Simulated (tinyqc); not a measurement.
Geometry optimisation on the RHF/sto-3g surface (energies and gradients from PySCF), for NH3, spin multiplicity 1, step by step. One step of it, computed by the program tinyqc.

Question. Step 1: move. Quasi-Newton step p = -H^(-1) g (first H = 0.15 times the unit matrix); steps longer than 0.1 bohr are cut back (factor 0.146 here).

positions at the start (bohr):
```
,x,y,z
1N,0.007559,0.062361,0.568808
2H,1.782012,0.018897,0.024566
3H,-0.965650,1.542017,-0.003779
4H,-0.916517,-1.557134,0.032125
```

gradient (hartree/bohr):
```
,x,y,z
1N,0.03470837,0.04919255,-0.04888061
2H,-0.04141561,-0.00548678,0.02398516
3H,0.01340289,-0.03712183,0.02230792
4H,-0.00669566,-0.00658393,0.00258753
```

Give: positions after step 1.

Answer.

positions after step 1 (bohr):
```
,x,y,z
1N,-0.0263,0.0143,0.6165
2H,1.8225,0.0243,0.0011
3H,-0.9787,1.5783,-0.0256
4H,-0.9100,-1.5507,0.0296
```
